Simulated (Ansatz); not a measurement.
# PH4 (quartet): the correlation ladder, aug-cc-pVDZ

One table from this session's results is given with a row withheld; the runs are named, their logs left out.

Program: Ansatz 0.2.0, Gaussian basis. Level of theory: aug-cc-pVDZ, core rule «outside noble gas», up to 5 orbitals frozen. These are calculated values, not measurements.

To be run: UHF; CCSD(T) on ROHF; CCSD(T) on UHF; BCCD(T) on ROHF; CISD; CCSDT(Q) on ROHF; CCSDT(Q) on UHF; CASSCF and MRCISD+Q, 9 electrons in 8 orbitals; CASSCF and MRCISD+Q(relaxed), 9 electrons in 8 orbitals; CASSCF and NEVPT2, 9 electrons in 8 orbitals.

24 further runs of the same task are left out: 4 for a known fault of the program, 7 that didn't finish, 13 set aside as unsound or not needed.

## The geometry

The geometry is a PBE0/def2-TZVPD stationary point (not a proven minimum) of the parent state, kept for this charge and spin.

5 atoms, charge 0, spin multiplicity 4.

Atoms are counted from 1 here; the program's logs count them from 0.

Bond lengths: P1–H2 1.511 Å, P1–H3 1.454 Å, P1–H4 1.454 Å, P1–H5 1.511 Å. Angles: H2–P1–H3 93.2°, H2–P1–H4 93.2°, H2–P1–H5 169.3°, H3–P1–H4 107.1°, H3–P1–H5 93.2°, H4–P1–H5 93.2°.

The first run:

Contents of in.yaml:

```yaml
crystal:
  periodic: [false, false, false]
  atoms:
    - {symbol: P, position_ang: [0.041622, 0.000000, 0.000000]}
    - {symbol: H, position_ang: [0.182325, 0.000000, -1.504740]}
    - {symbol: H, position_ang: [-0.821841, 1.169392, 0.000000]}
    - {symbol: H, position_ang: [-0.821841, -1.169392, 0.000000]}
    - {symbol: H, position_ang: [0.182325, 0.000000, 1.504740]}
basis:
  gaussian: {orbitals: aug-cc-pVDZ}
magnetization: {spin_polarized: true, initial_magnetization: 3}
hamiltonian: {xc: hf}
output: {orbitals: {seedname: orbitals}}
```

Started as:

```
> ansatz run in.yaml --threads 1 --pin off --events-out ev --progress --plain --max-ram 2393MiB
```

Steps of the session up to this table: UHF; CCSD(T) on ROHF; CCSD(T) on UHF; BCCD(T) on ROHF; CISD; CCSDT(Q) on ROHF; CCSDT(Q) on UHF; CASSCF and MRCISD+Q, 9 electrons in 8 orbitals; CASSCF and MRCISD+Q(relaxed), 9 electrons in 8 orbitals; CASSCF and NEVPT2, 9 electrons in 8 orbitals.

One table of the session follows, with a row left open; its other results are not shown here.

```
                   method  from RCCSDT(Q) (kcal/mol)
                      UHF                    +118.28
                     RMP2                     +26.57
                     UMP2                     +28.37
                     CISD                          ?
                    RCCSD                      +6.58
                    UCCSD                      +6.43
                 RCCSD(T)                      +1.59
                 UCCSD(T)                      +2.14
                  BCCD(T)                      +1.62
                   RCCSDT                      +0.36
                   UCCSDT                      +0.55
                RCCSDT(Q)                          0
                UCCSDT(Q)                      -0.19
           CASSCF valence                     +95.24
           NEVPT2 valence                     +25.98
           MRCISD valence                     +10.35
         MRCISD+Q valence                      +3.86
MRCISD+Q(relaxed) valence                      +3.16
```

**Question.** Estimate the row for CISD.

The run gave: from RCCSDT(Q) (kcal/mol): +13.36. In the column «from RCCSDT(Q) (kcal/mol)» it lies between MRCISD valence (+10.35) and NEVPT2 valence (+25.98).

Among the levels timed on like hardware and quicker than the yardstick, those that no quicker one beats, quickest first: NEVPT2 valence (6 s, +25.98 kcal/mol); MRCISD+Q valence (7.5 s, +3.86 kcal/mol); MRCISD+Q(relaxed) valence (8.5 s, +3.16 kcal/mol); RCCSD(T) (19 s, +1.59 kcal/mol).

Left out of the table: ROHF (another determinant or state than the rows shown).

Limits of these values: Of the multireference levels listed MRCISD+Q(relaxed) valence comes nearest in total energy (+3.16 kcal/mol), which doesn't show that its space is the better one. Restricted and unrestricted rows rest on different reference determinants; where their highest levels disagree by more than a few hundredths of an eV, they describe different states and don't form one ladder.
